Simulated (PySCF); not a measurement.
## Computed and reference excited states of `C#CC#C` (diacetylene)

Published values to compare with (the computed states carry no symmetry labels, so the two lists aren't matched line by line):

| state | E (eV) | f | kind of transition | source |
| --- | --- | --- | --- | --- |
| 3Σu+(π→π*) | 4.10 |  | vertical absorption | [1] |
| 3Δu(π→π*) | 4.78 |  | vertical absorption | [1] |
| 1Σu-(π→π*) | 4.81 |  | 0-0 transition | [2] |
| 1Δu(π→π*) | 5.06 |  | 0-0 transition | [2] |
| 1Σu-(π→π*) | 5.33 |  | vertical absorption | [3] |
| 1Σu-(π→π*) | 5.33 |  | vertical absorption | [1] |
| 1Δu(π→π*) | 5.61 |  | vertical absorption | [3] |
| 1Δu(π→π*) | 5.61 |  | vertical absorption | [1] |

[1] computed, theoretical best estimate (aug-cc-pVTZ, frozen core, CC3 geometry), gas; Veril, Scemama, Caffarel, Lipparini, Boggio-Pasqua, Jacquemin, Loos, WIREs Comput. Mol. Sci. 2021, 11, e1517 (QUESTDB)
[2] measured, gas; Loos, Lipparini, Boggio-Pasqua, Scemama, Jacquemin (2019), arXiv:1912.04173, literature columns
[3] computed, theoretical best estimate (aug-cc-pVTZ), revised with CC4, gas; Loos, Lipparini, Matthews, Blondel, Jacquemin, revising reference values with EOM-CC4 (2022), arXiv:2204.11658

Diacetylene, C4H2.
Atom-mapped SMILES: `[CH:1]#[C:2][C:3]#[CH:4]` (hydrogens: H5 on C1; H6 on C4)

Geometry (PBE0-D3(BJ)/def2-TZVP, Å), atoms numbered from 1 in this order:
```
atom  x, y, z in Å
C1     1.839    0.422    0.024
C2     0.667    0.150    0.086
C3    -0.659   -0.159    0.156
C4    -1.831   -0.433    0.219
H5     2.874    0.663   -0.031
H6    -2.866   -0.673    0.273
```

Computed with TDDFT CAM-B3LYP/aug-cc-pVTZ, vertical, gas phase, core orbitals frozen in the response (PySCF 2.14.0, density-fitted response routines). Geometry: PBE0-D3(BJ)/def2-TZVP; no solvent, vibrations or thermal averaging.

Computed singlets: 4.78 eV (f 0.000); 4.97 eV (f 0.000 summed over 2 states); 6.90 eV (f 0.000 summed over 2 states); 7.27 eV (f 0.000); 7.37 eV (f 0.073 summed over 2 states); 7.53 eV (f 1.067) [of 10 roots; the last level is left out, as the window may have cut its degenerate partner]. Computed triplets (Tamm–Dancoff): 3.91, 4.30, 4.30 eV.

Q: How does the lowest computed singlet compare with the best estimate listed for the lowest singlet (vertical absorption)?

A: 4.78 eV against 5.33 eV for 1Σu-(π→π*) [3]: a difference of -0.55 eV. Geometry and basis of the two calculations needn't be the same.

Q: How does the lowest computed triplet compare with the best estimate listed for the lowest triplet (vertical absorption)?

A: 3.91 eV against 4.10 eV for 3Σu+(π→π*) [1]: a difference of -0.19 eV. Geometry and basis of the two calculations needn't be the same.

Note on [3]: revises the 2021 QUESTDB value.

Adiabatic (Te) and 0-0 energies refer to the relaxed excited state and aren't the vertical quantity computed here.
